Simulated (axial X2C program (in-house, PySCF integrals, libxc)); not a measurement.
# CS: from the spin-free to the two-component result

Computed with an axial X2C code built on PySCF integrals. Spin-free means the one-electron spin-free X2C Hamiltonian; two-component (2c) means X2C with spin–orbit coupling and atomic mean-field two-electron Coulomb and Gaunt terms, so the difference of the two also holds small scalar two-electron terms. Basis: S dyall-av3z [9s8p3d2f], C dyall-v3z [7s6p2d1f] (cores contracted in-house); Gaussian nuclei, density fitting, unrestricted open shells. Masses: S 31.972 u, C 12.000 u.

Spin-free state: M_S = 0, Λ = 0 (closed shell); fragments S + C.

```
    level  Re (Å)  ωe (cm⁻¹)  De (eV)  μ (D)
     PBE0   1.533     1326.1    7.207  -1.92
       HF   1.514     1419.6    4.137  -1.72
      MP2   1.542     1298.5    7.426    n/a
     CCSD   1.537     1325.4    6.732    n/a
  CCSD(T)   1.548     1271.9    7.116    n/a
BHandHLYP   1.519     1373.0    6.520  -1.90
```

Correlated methods: 10 electrons correlated (number of frozen shells: S 2 s, 1 p; C 1 s), 172 virtual spin orbitals or spinors in MP2, 88 natural virtuals in coupled cluster.

Dipoles are positive if C is the positive end.

Two-component determinant lowest at the distance of the search:

Ω = 0 (closed shell); fragments S + C.

| level | Re (Å) | ωe (cm⁻¹) | De (eV) | μ (D) |
| --- | --- | --- | --- | --- |
| PBE0 | 1.533 | 1325.8 | 7.205 | -1.92 |
| HF | 1.514 | 1419.2 | 4.133 | -1.72 |
| MP2 | 1.542 | 1298.2 | 7.401 | n/a |
| CCSD | 1.537 | 1324.9 | 6.714 | n/a |
| CCSD(T) | 1.548 | 1271.2 | 7.093 | n/a |
| BHandHLYP | 1.520 | 1372.6 | 6.517 | -1.90 |

(1) From the two tables, how do the constants change at the CCSD(T) level (2c against spin-free)?

One determinant describes the state; a PBE0 search over occupations chose it and may have missed a lower one. The closed shell is kept restricted, so the energy runs too high when the bond is stretched far. Dissociation energies refer to the lowest single-determinant-based atoms at the same level and basis. CCSD and (T) use frozen natural virtuals with an MP2 correction for the truncation; (T) itself is uncorrected, so its De runs slightly low. The 2c atoms are single determinants rather than J levels; their spin–orbit lowering is only partly caught, and De is too large by that part. This holds for PBE0, MP2, CCSD, CCSD(T), BHandHLYP. Without a current term, density functionals place determinants with orbital angular momentum somewhat too high.

## Answers

(1) At the CCSD(T) level Re is unchanged within 0.001 Å and ωe decreases by 0.7 cm⁻¹; De is not compared, since the atomic limits differ or miss part of their spin–orbit lowering.
